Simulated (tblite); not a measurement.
C4H8NO (doublet state).
SMILES with atom numbers: `[H]/[N:6]=[CH:5]\[CH2:4][O:3][CH:2][CH3:1]` (hydrogens: H7, H8, H9 on C1; H10 on C2; H11, H12 on C4; H13 on C5; H14 on N6)

Structure optimised with GFN2-xTB, isolated species. This method treats the open shell by occupation alone, without spin polarisation.

Q: What internal coordinates does the optimisation give?

A: 
```csv
bond,length (Å),order
C1–C2,1.495,single
C2–O3,1.382,single
O3–C4,1.401,single
C4–C5,1.517,single
C5=N6,1.246,double
"C1–H7, C1–H8",1.089,single
C1–H9,1.097,single
C2–H10,1.080,single
"C4–H11, C4–H12",1.097,single
C5–H13,1.087,single
N6–H14,1.041,single
```

Bonds in one row agree within 0.01 Å and their mean is given. Orders are formal, as drawn. A selection of angles:
```csv
angle,degrees
C2–C1–H7,112.2
C2–C1–H8,108.8
H7–C1–H8,108.3
C1–C2–O3,121.0
C1–C2–H10,118.1
O3–C2–H10,109.2
C2–O3–C4,116.8
O3–C4–C5,112.2
O3–C4–H11,106.1
O3–C4–H12,112.0
C5–C4–H11,109.9
C5–C4–H12,108.2
H11–C4–H12,108.3
C4–C5–N6,126.7
C4–C5–H13,114.8
N6–C5–H13,118.5
C5–N6–H14,113.1
```

Torsions: C1–C2–O3–C4 -49° (synclinal); C2–O3–C4–C5 -56° (synclinal); O3–C4–C5–N6 17° (synperiplanar); H14–N6–C5–C4 0° (synperiplanar). The mirror-image conformer, all signs reversed, is as good.

C5 (carbon bonded to C, N and H) is planar (angles 126.7°, 118.5° and 114.8°, sum 360.0°, 0.00 Å off the plane of its three neighbours). O3 (oxygen bonded to 2 C) is bent (angle 116.8°). Of the pairs four or more bonds apart, those above aside, C2···H14 is among the closest relative to their van der Waals radii: 1.94 Å, 67 % of the sum of Bondi's values. H14 on N6 lies 2.39 Å from O3, 4 bonds away (angle at H 104°; Bondi radii sum to 2.72 Å). C2 (carbon bonded to C, O and H) has angles 121.0°, 118.1° and 109.2°, sum 348.3°, 0.26 Å off the plane of its three neighbours. The 2 C–C bonds span 1.495 Å (C1–C2, drawn single) to 1.517 Å (C4–C5, drawn single), a spread of 0.022 Å.

Point group: C1 (no symmetry element, even within 0.4 Å). Its GFN2-xTB frequencies are all real (lowest 93 cm⁻¹). 3 starts were optimised and ended at 0.00, 1.81 and 2.70 kcal/mol (GFN2-xTB); the lowest of these is shown.

All values are computed, not measured.
